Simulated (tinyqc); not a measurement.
Worked calculation (part 1 of 2): G0W0 on RHF in the sto-3g basis, for H2O, spin multiplicity 1. Computed by tinyqc, a small Python program that keeps every step (integrals from PySCF). Settings: charge = 0, multiplicity = 1, basis = sto-3g, method = RHF, energy threshold = 1e-10, iteration cap = 76, orthogonalisation = canonical, start = atomic densities, DIIS depth = 6. Command: `OMP_NUM_THREADS=1 python tinyqc.py 30315 30316 out.jsonl` (the two numbers bound the seeds that draw the settings). One thread of a shared host (Intel(R) Xeon(R) Processor @ 2.60GHz), about 0.09 s of CPU time with the checks. The early iterations of the SCF are left out here.

## One-electron integrals

Geometry (angstrom):
```
atom         x          y         z
O     0.000000   0.000000  0.000000
H     0.000000   0.885000  0.759000
H     0.000000  -0.926000  0.795000
```

Basis sto-3g: exponents (1/bohr^2) and contraction coefficients of normalised primitives:
```
element  l (shell)    exponent  coefficient
O            s (1)  130.709320     0.154329
O            s (1)   23.808861     0.535328
O            s (1)    6.443608     0.444635
O            s (2)    5.033151    -0.099967
O            s (2)    1.169596     0.399513
O            s (2)    0.380389     0.700115
O            p (3)    5.033151     0.155916
O            p (3)    1.169596     0.607684
O            p (3)    0.380389     0.391957
H            s (1)    3.425251     0.154329
H            s (1)    0.623914     0.535328
H            s (1)    0.168855     0.444635
```

Overlap, kinetic and nuclear-attraction integrals over the contracted functions; the nuclear repulsion is the sum of Za Zb / Rab.

nuclear repulsion = 7.39192803 hartree

overlap S:
```
           1O 1s     1O 2s    1O 2px     1O 2py    1O 2pz     2H 1s      3H 1s
1O 1s   1.000000  0.236704  0.000000   0.000000  0.000000  0.032852   0.028905
1O 2s   0.236704  1.000000  0.000000   0.000000  0.000000  0.348941   0.320033
1O 2px  0.000000  0.000000  1.000000   0.000000  0.000000  0.000000   0.000000
1O 2py  0.000000  0.000000  0.000000   1.000000  0.000000  0.239376  -0.223478
1O 2pz  0.000000  0.000000  0.000000   0.000000  1.000000  0.205295   0.191863
2H 1s   0.032852  0.348941  0.000000   0.239376  0.205295  1.000000   0.161215
3H 1s   0.028905  0.320033  0.000000  -0.223478  0.191863  0.161215   1.000000
```

kinetic energy T (hartree):
```
            1O 1s      1O 2s    1O 2px     1O 2py    1O 2pz      2H 1s      3H 1s
1O 1s   29.003200  -0.168011  0.000000   0.000000  0.000000  -0.008923  -0.008682
1O 2s   -0.168011   0.808128  0.000000   0.000000  0.000000   0.050178   0.036032
1O 2px   0.000000   0.000000  2.528731   0.000000  0.000000   0.000000   0.000000
1O 2py   0.000000   0.000000  0.000000   2.528731  0.000000   0.113956  -0.093922
1O 2pz   0.000000   0.000000  0.000000   0.000000  2.528731   0.097732   0.080635
2H 1s   -0.008923   0.050178  0.000000   0.113956  0.097732   0.760032  -0.006495
3H 1s   -0.008682   0.036032  0.000000  -0.093922  0.080635  -0.006495   0.760032
```

nuclear attraction V (hartree):
```
             1O 1s      1O 2s     1O 2px     1O 2py     1O 2pz      2H 1s      3H 1s
1O 1s   -61.505928  -7.393148   0.000000  -0.000697  -0.013032  -1.049701  -0.922889
1O 2s    -7.393148  -9.936954   0.000000  -0.008055  -0.161400  -2.625310  -2.371805
1O 2px    0.000000   0.000000  -9.815115   0.000000   0.000000   0.000000   0.000000
1O 2py   -0.000697  -0.008055   0.000000  -9.899388  -0.004330  -1.578308   1.441827
1O 2pz   -0.013032  -0.161400   0.000000  -0.004330  -9.877161  -1.394872  -1.277918
2H 1s    -1.049701  -2.625310   0.000000  -1.578308  -1.394872  -5.091532  -0.887078
3H 1s    -0.922889  -2.371805   0.000000   1.441827  -1.277918  -0.887078  -4.942631
```

core Hamiltonian H = T + V (hartree):
```
             1O 1s      1O 2s     1O 2px     1O 2py     1O 2pz      2H 1s      3H 1s
1O 1s   -32.502728  -7.561159   0.000000  -0.000697  -0.013032  -1.058624  -0.931572
1O 2s    -7.561159  -9.128826   0.000000  -0.008055  -0.161400  -2.575132  -2.335773
1O 2px    0.000000   0.000000  -7.286383   0.000000   0.000000   0.000000   0.000000
1O 2py   -0.000697  -0.008055   0.000000  -7.370657  -0.004330  -1.464352   1.347905
1O 2pz   -0.013032  -0.161400   0.000000  -0.004330  -7.348430  -1.297140  -1.197283
2H 1s    -1.058624  -2.575132   0.000000  -1.464352  -1.297140  -4.331500  -0.893574
3H 1s    -0.931572  -2.335773   0.000000   1.347905  -1.197283  -0.893574  -4.182599
```

## Two-electron integrals

Functions are numbered as in S; the eight-fold symmetry (ij|kl) = (ji|kl) = (kl|ij) leaves the list below.

Two-electron integrals (ij|kl) in chemists' order, unique and non-zero (hartree):
```
(11|11) 4.785065    (21|11) 0.741380    (21|21) 0.136873    (22|11) 1.118947
(22|21) 0.256633    (22|22) 0.817206    (31|31) 0.024477    (32|31) 0.037809
(32|32) 0.180518    (33|11) 1.115814    (33|21) 0.256684    (33|22) 0.817023
(33|33) 0.880159    (41|41) 0.024477    (42|41) 0.037809    (42|42) 0.180518
(43|43) 0.047444    (44|11) 1.115814    (44|21) 0.256684    (44|22) 0.817023
(44|33) 0.785270    (44|44) 0.880159    (51|51) 0.024477    (52|51) 0.037809
(52|52) 0.180518    (53|53) 0.047444    (54|54) 0.047444    (55|11) 1.115814
(55|21) 0.256684    (55|22) 0.817023    (55|33) 0.785270    (55|44) 0.785270
(55|55) 0.880159    (61|11) 0.104060    (61|21) 0.019068    (61|22) 0.035589
(61|33) 0.035520    (61|41) 0.000657    (61|42) 0.001241    (61|44) 0.035643
(61|51) 0.000563    (61|52) 0.001064    (61|54) 0.000106    (61|55) 0.035610
(61|61) 0.002690    (62|11) 0.277603    (62|21) 0.064575    (62|22) 0.230706
(62|33) 0.226612    (62|41) 0.003679    (62|42) 0.029253    (62|44) 0.233556
(62|51) 0.003155    (62|52) 0.025088    (62|54) 0.005955    (62|55) 0.231720
(62|61) 0.009190    (62|62) 0.083707    (63|31) 0.006452    (63|32) 0.038656
(63|43) 0.005923    (63|53) 0.005080    (63|63) 0.011353    (64|11) 0.159674
(64|21) 0.037595    (64|22) 0.143408    (64|33) 0.137053    (64|41) 0.008314
(64|42) 0.055675    (64|44) 0.152963    (64|51) 0.001597    (64|52) 0.014596
(64|54) 0.008565    (64|55) 0.140042    (64|61) 0.005562    (64|62) 0.063269
(64|64) 0.058636    (65|11) 0.136941    (65|21) 0.032242    (65|22) 0.122990
(65|33) 0.117540    (65|41) 0.001597    (65|42) 0.014596    (65|44) 0.121026
(65|51) 0.007822    (65|52) 0.051174    (65|54) 0.008912    (65|55) 0.130263
(65|61) 0.004770    (65|62) 0.054261    (65|64) 0.040551    (65|65) 0.046131
(66|11) 0.446360    (66|21) 0.105487    (66|22) 0.434158    (66|33) 0.417531
(66|41) 0.007144    (66|42) 0.080108    (66|44) 0.445968    (66|51) 0.006127
(66|52) 0.068703    (66|54) 0.024389    (66|55) 0.438447    (66|61) 0.015106
(66|62) 0.206960    (66|64) 0.178562    (66|65) 0.153140    (66|66) 0.774606
(71|11) 0.091506    (71|21) 0.016771    (71|22) 0.031311    (71|33) 0.031251
(71|41) -0.000570   (71|42) -0.001079   (71|44) 0.031357    (71|51) 0.000489
(71|52) 0.000927    (71|54) -0.000091   (71|55) 0.031329    (71|61) 0.002333
(71|62) 0.007849    (71|64) 0.004382    (71|65) 0.004077    (71|66) 0.012814
(71|71) 0.002080    (72|11) 0.250702    (72|21) 0.058344    (72|22) 0.209254
(72|33) 0.205514    (72|41) -0.003311   (72|42) -0.026663   (72|44) 0.211851
(72|51) 0.002843    (72|52) 0.022891    (72|54) -0.005441   (72|55) 0.210185
(72|61) 0.008060    (72|62) 0.060857    (72|64) 0.031961    (72|65) 0.038437
(72|66) 0.122084    (72|71) 0.007303    (72|72) 0.069685    (73|31) 0.005751
(73|32) 0.034748    (73|43) -0.005355   (73|53) 0.004597    (73|63) 0.007901
(73|73) 0.009318    (74|11) -0.146149   (74|21) -0.034420   (74|22) -0.131835
(74|33) -0.126044   (74|41) 0.007444    (74|42) 0.050405    (74|44) -0.140501
(74|51) -0.001453   (74|52) -0.013442   (74|54) 0.007815    (74|55) -0.128807
(74|61) -0.004563   (74|62) -0.032572   (74|64) -0.009639   (74|65) -0.020177
(74|66) -0.060036   (74|71) -0.004473   (74|72) -0.053418   (74|74) 0.049820
(75|11) 0.125474    (75|21) 0.029551    (75|22) 0.113184    (75|33) 0.108213
(75|41) -0.001453   (75|42) -0.013442   (75|44) 0.111431    (75|51) 0.006999
(75|52) 0.046289    (75|54) -0.008117   (75|55) 0.119779    (75|61) 0.004245
(75|62) 0.038838    (75|64) 0.020040    (75|65) 0.032077    (75|66) 0.084937
(75|71) 0.003840    (75|72) 0.045861    (75|74) -0.034772   (75|75) 0.039171
(76|11) 0.087169    (76|21) 0.020497    (76|22) 0.080586    (76|33) 0.078562
(76|41) -0.000013   (76|42) -0.000183   (76|44) 0.079999    (76|51) 0.001499
(76|52) 0.014723    (76|54) -0.000047   (76|55) 0.083107    (76|61) 0.002890
(76|62) 0.029717    (76|64) 0.019498    (76|65) 0.021705    (76|66) 0.079360
(76|71) 0.002543    (76|72) 0.027379    (76|74) -0.018395   (76|75) 0.020264
(76|76) 0.013846    (77|11) 0.427810    (77|21) 0.101135    (77|22) 0.418114
(77|33) 0.402548    (77|41) -0.006633   (77|42) -0.075670   (77|44) 0.429152
(77|51) 0.005695    (77|52) 0.064965    (77|54) -0.022840   (77|55) 0.422157
(77|61) 0.013964    (77|62) 0.129672    (77|64) 0.062838    (77|65) 0.089058
(77|66) 0.290179    (77|71) 0.012727    (77|72) 0.185417    (77|74) -0.162365
(77|75) 0.139395    (77|76) 0.079360    (77|77) 0.774606
```

## Orthogonalisation

S = U s U^T; canonical form X = U s^(-1/2), so that X^T S X = 1. Each column of U has its largest component positive (the first on a tie).

eigenvalues of S: 0.487125  0.585238  0.882812  1.000000  1.108852  1.255901  1.680071

X:
```
                1          2          3         4          5          6         7
1O 1s   -0.369376   0.079124   0.711725  0.000000   0.615754  -0.013150  0.192166
1O 2s    0.958801  -0.152077  -0.300435  0.000000   0.326135  -0.015939  0.450325
1O 2px   0.000000   0.000000   0.000000  1.000000   0.000000   0.000000  0.000000
1O 2py   0.148451   0.794748  -0.005343  0.000000  -0.002134   0.702015  0.019569
1O 2pz   0.466968  -0.069911   0.675368  0.000000  -0.601489  -0.007907  0.227558
2H 1s   -0.742105  -0.618301  -0.191349  0.000000  -0.159863   0.370512  0.404523
3H 1s   -0.454207   0.812718  -0.207763  0.000000  -0.170196  -0.406997  0.373749
```

## Iteration 8 (converged): orbitals

converged F (hartree):
```
             1O 1s      1O 2s     1O 2px     1O 2py     1O 2pz      2H 1s      3H 1s
1O 1s   -20.274392  -5.166109   0.000000  -0.000871  -0.023025  -0.731323  -0.644062
1O 2s    -5.166109  -2.400629   0.000000  -0.007674  -0.052447  -0.715148  -0.651550
1O 2px    0.000000   0.000000  -0.392147   0.000000   0.000000   0.000000   0.000000
1O 2py   -0.000871  -0.007674   0.000000  -0.198620  -0.010129  -0.331893   0.314731
1O 2pz   -0.023025  -0.052447   0.000000  -0.010129  -0.237569  -0.318409  -0.303815
2H 1s    -0.731323  -0.715148   0.000000  -0.331893  -0.318409  -0.365697  -0.205324
3H 1s    -0.644062  -0.651550   0.000000   0.314731  -0.303815  -0.205324  -0.325474
```

Diagonalise F' = X^T F X, C = X C', fill 5 alpha and 5 beta electrons from the bottom; D = 2 C_occ C_occ^T. Each column has its largest component positive (the first on a tie).

F' = X^T F X (hartree):
```
           1          2          3          4          5          6          7
1  -0.471132   0.244003   2.502614   0.000000   2.140046  -0.027063   0.711887
2   0.244003   0.423881  -0.630699   0.000000  -0.580228   0.105453  -0.218140
3   2.502614  -0.630699  -8.036659   0.000000  -8.508289   0.202428  -3.957777
4   0.000000   0.000000   0.000000  -0.392147   0.000000   0.000000   0.000000
5   2.140046  -0.580228  -8.508289   0.000000  -9.793189   0.233096  -4.584806
6  -0.027063   0.105453   0.202428   0.000000   0.233096  -0.498458   0.109540
7   0.711887  -0.218140  -3.957777   0.000000  -4.584806   0.109540  -3.119441
```

orbital energies (hartree): MO1 -20.282405, MO2 -1.187991, MO3 -0.503006, MO4 -0.433157, MO5 -0.392147, MO6 0.412993, MO7 0.498569

coefficients C:
```
              MO1        MO2        MO3        MO4       MO5        MO6        MO7
1O 1s    0.994597  -0.243377   0.013558   0.086342  0.000000   0.093410  -0.026192
1O 2s    0.022962   0.915601  -0.069759  -0.436434  0.000000  -0.532071   0.157503
1O 2px   0.000000   0.000000   0.000000   0.000000  1.000000   0.000000   0.000000
1O 2py   0.000209   0.008052   0.618824  -0.063722  0.000000   0.198647   0.848749
1O 2pz   0.002638   0.065420   0.075359   0.714826  0.000000  -0.733907   0.182051
2H 1s   -0.004085   0.138287   0.485917   0.308740  0.000000   0.491748  -0.838876
3H 1s   -0.003642   0.123516  -0.421891   0.410077  0.000000   0.790813   0.507416
```

D after iteration 8:
```
            1O 1s      1O 2s    1O 2px     1O 2py     1O 2pz      2H 1s      3H 1s
1O 1s    2.112187  -0.477252  0.000000   0.002272   0.098887  -0.008947  -0.007992
1O 2s   -0.477252   2.068385  0.000000  -0.015963  -0.514544  -0.084239  -0.073065
1O 2px   0.000000   0.000000  2.000000   0.000000   0.000000   0.000000   0.000000
1O 2py   0.002272  -0.015963  0.000000   0.774138   0.003222   0.564272  -0.572427
1O 2pz   0.098887  -0.514544  0.000000   0.003222   1.041883   0.532698   0.538823
2H 1s   -0.008947  -0.084239  0.000000   0.564272   0.532698   0.701150  -0.122602
3H 1s   -0.007992  -0.073065  0.000000  -0.572427   0.538823  -0.122602   0.722849
```

## Convergence

Stop when the energy changes by less than 1e-10 hartree and every element of the error matrix X^T (F D S - S D F) X is below 3e-06.

Course of the cycle:
```
iteration   E (hartree)     change  largest element of the error matrix
1          -75.00590729          -                             9.40e-01
2          -74.84267211   1.63e-01                             2.88e-01
3          -74.89824885  -5.56e-02                             5.10e-02
4          -74.90075228  -2.50e-03                             6.28e-03
5          -74.90078273  -3.04e-05                             6.19e-04
6          -74.90078326  -5.30e-07                             2.08e-04
7          -74.90078338  -1.27e-07                             2.14e-06
8          -74.90078338  -6.58e-12                             2.97e-07
```

PySCF RHF in the same basis = -74.90078338 hartree

Converged in 8 iterations.

## Integrals over molecular orbitals

(pq|rs) = sum C_ip C_jq C_kr C_ls (ij|kl), one index at a time.

one-electron integrals over orbitals h = C^T H C (hartree):
```
            1          2          3          4          5          6          7
1  -32.486635   0.575327  -0.030647  -0.192220   0.000000  -0.213943   0.059728
2    0.575327  -7.533023   0.067831   0.547424   0.000000   1.062500  -0.300847
3   -0.030647   0.067831  -5.868782  -0.099990   0.000000  -0.308058  -1.757520
4   -0.192220   0.547424  -0.099990  -6.319182   0.000000   1.455038  -0.134192
5    0.000000   0.000000   0.000000   0.000000  -7.286383   0.000000   0.000000
6   -0.213943   1.062500  -0.308058   1.455038   0.000000  -5.302973  -0.020215
7    0.059728  -0.300847  -1.757520  -0.134192   0.000000  -0.020215  -5.409868
```

Two-electron integrals over orbitals (pq|rs), unique and non-zero (hartree):
```
(11|11) 4.747783    (21|11) -0.435873   (21|21) 0.063142    (22|11) 1.032374
(22|21) -0.016337   (22|22) 0.728442    (31|11) 0.024132    (31|21) -0.003200
(31|22) 0.001980    (31|31) 0.011074    (32|11) -0.020142   (32|21) 0.001267
(32|22) -0.000585   (32|31) 0.016812    (32|32) 0.123557    (33|11) 0.754825
(33|21) -0.005112   (33|22) 0.605704    (33|31) -0.000362   (33|32) 0.002776
(33|33) 0.579617    (41|11) 0.153092    (41|21) -0.020850   (41|22) 0.010735
(41|31) 0.001627    (41|32) 0.000181    (41|33) 0.005017    (41|41) 0.021780
(42|11) -0.151381   (42|21) 0.007398    (42|22) -0.036212   (42|31) 0.000112
(42|32) 0.003351    (42|33) 0.000457    (42|41) 0.017625    (42|42) 0.128348
(43|11) 0.023306    (43|21) -0.000751   (43|22) 0.010335    (43|31) -0.002389
(43|32) 0.026782    (43|33) 0.011210    (43|41) -0.001308   (43|42) -0.013389
(43|43) 0.060661    (44|11) 0.886620    (44|21) -0.010021   (44|22) 0.644267
(44|31) -0.000120   (44|32) -0.015739   (44|33) 0.549610    (44|41) -0.007022
(44|42) -0.079628   (44|43) 0.002641    (44|44) 0.654672    (51|51) 0.025929
(52|51) 0.033646    (52|52) 0.153805    (53|51) -0.001748   (53|52) -0.006517
(53|53) 0.026231    (54|51) -0.010975   (54|52) -0.041775   (54|53) 0.002972
(54|54) 0.043683    (55|11) 1.115367    (55|21) -0.012384   (55|22) 0.760377
(55|31) 0.000683    (55|32) -0.010682   (55|33) 0.593702    (55|41) 0.004340
(55|42) -0.082790   (55|43) 0.013403    (55|44) 0.662416    (55|55) 0.880159
(61|11) 0.167044    (61|21) -0.025612   (61|22) 0.002306    (61|31) 0.003138
(61|32) 0.002508    (61|33) -0.000887   (61|41) -0.005096   (61|42) -0.020707
(61|43) 0.001163    (61|44) 0.013221    (61|55) 0.004619    (61|61) 0.023250
(62|11) -0.231045   (62|21) 0.005416    (62|22) -0.118022   (62|31) 0.001615
(62|32) 0.012304    (62|33) -0.062381   (62|41) -0.018054   (62|42) -0.040741
(62|43) -0.004435   (62|44) -0.045885   (62|55) -0.124304   (62|61) 0.012729
(62|62) 0.090579    (63|11) 0.063393    (63|21) -0.001269   (63|22) 0.032161
(63|31) -0.002605   (63|32) 0.026978    (63|33) 0.024999    (63|41) 0.000575
(63|42) -0.013753   (63|43) 0.038865    (63|44) 0.009905    (63|55) 0.036263
(63|61) -0.000083   (63|62) -0.015471   (63|63) 0.071458    (64|11) -0.298549
(64|21) 0.004281    (64|22) -0.147441   (64|31) -0.001570   (64|32) -0.011366
(64|33) -0.057231   (64|41) -0.000090   (64|42) 0.060229    (64|43) -0.020488
(64|44) -0.127708   (64|55) -0.168765   (64|61) -0.003329   (64|62) 0.052253
(64|63) -0.037210   (64|64) 0.122490    (65|51) -0.011101   (65|52) -0.044348
(65|53) 0.005432    (65|54) -0.009672   (65|65) 0.032149    (66|11) 0.780504
(66|21) -0.007778   (66|22) 0.586850    (66|31) -0.001258   (66|32) -0.030329
(66|33) 0.535280    (66|41) 0.015287    (66|42) 0.039097    (66|43) -0.028688
(66|44) 0.548955    (66|55) 0.576358    (66|61) -0.008844   (66|62) -0.085472
(66|63) -0.018266   (66|64) -0.050240   (66|66) 0.592152    (71|11) -0.046866
(71|21) 0.007350    (71|22) -0.000120   (71|31) 0.013493    (71|32) 0.020749
(71|33) -0.001161   (71|41) -0.000519   (71|42) 0.002965    (71|43) -0.003279
(71|44) -0.002711   (71|55) -0.001266   (71|61) -0.001732   (71|62) 0.001669
(71|63) -0.003051   (71|64) -0.001181   (71|66) -0.001951   (71|71) 0.018588
(72|11) 0.066760    (72|21) -0.001440   (72|22) 0.034155    (72|31) 0.015215
(72|32) 0.058346    (72|33) 0.008928    (72|41) 0.002768    (72|42) 0.000683
(72|43) -0.027422   (72|44) 0.020506    (72|55) 0.035312    (72|61) 0.001707
(72|62) -0.006026   (72|63) -0.023205   (72|64) -0.016237   (72|66) 0.023011
(72|71) 0.018467    (72|72) 0.072131    (73|11) 0.367983    (73|21) -0.006741
(73|22) 0.172447    (73|31) -0.000282   (73|32) -0.024887   (73|33) 0.086635
(73|41) -0.000195   (73|42) -0.075766   (73|43) -0.003167   (73|44) 0.128237
(73|55) 0.204771    (73|61) 0.004870    (73|62) -0.057456   (73|63) 0.007690
(73|64) -0.106828   (73|66) 0.059880    (73|71) -0.001878   (73|72) 0.021380
(73|73) 0.166419    (74|11) 0.027899    (74|21) -0.000335   (74|22) 0.011383
(74|31) -0.007376   (74|32) -0.066721   (74|33) 0.000743    (74|41) 0.000974
(74|42) 0.001419    (74|43) -0.018881   (74|44) 0.020059    (74|55) 0.015185
(74|61) -0.002272   (74|62) -0.011373   (74|63) -0.050586   (74|64) 0.008220
(74|66) 0.034267    (74|71) -0.009409   (74|72) -0.013767   (74|73) 0.028346
(74|74) 0.068316    (75|51) 0.003094    (75|52) 0.012437    (75|53) 0.023034
(75|54) -0.000711   (75|65) -0.002017   (75|75) 0.025317    (76|11) 0.003267
(76|21) -0.000134   (76|22) -0.002782   (76|31) -0.006155   (76|32) -0.068986
(76|33) -0.004956   (76|41) -0.002414   (76|42) -0.007609   (76|43) -0.059701
(76|44) 0.015605    (76|55) 0.002042    (76|61) 0.000922    (76|62) 0.007469
(76|63) -0.051283   (76|64) 0.020847    (76|66) 0.035387    (76|71) -0.007918
(76|72) 0.001658    (76|73) 0.026974    (76|74) 0.050681    (76|76) 0.089927
(77|11) 0.812406    (77|21) -0.008416   (77|22) 0.598830    (77|31) 0.004014
(77|32) 0.035275    (77|33) 0.572135    (77|41) 0.003939    (77|42) -0.016884
(77|43) 0.031907    (77|44) 0.550956    (77|55) 0.595275    (77|61) 0.002939
(77|62) -0.054711   (77|63) 0.045013    (77|64) -0.065190   (77|66) 0.521964
(77|71) 0.003657    (77|72) 0.014930    (77|73) 0.077913    (77|74) -0.025075
(77|76) -0.038137   (77|77) 0.599548
```
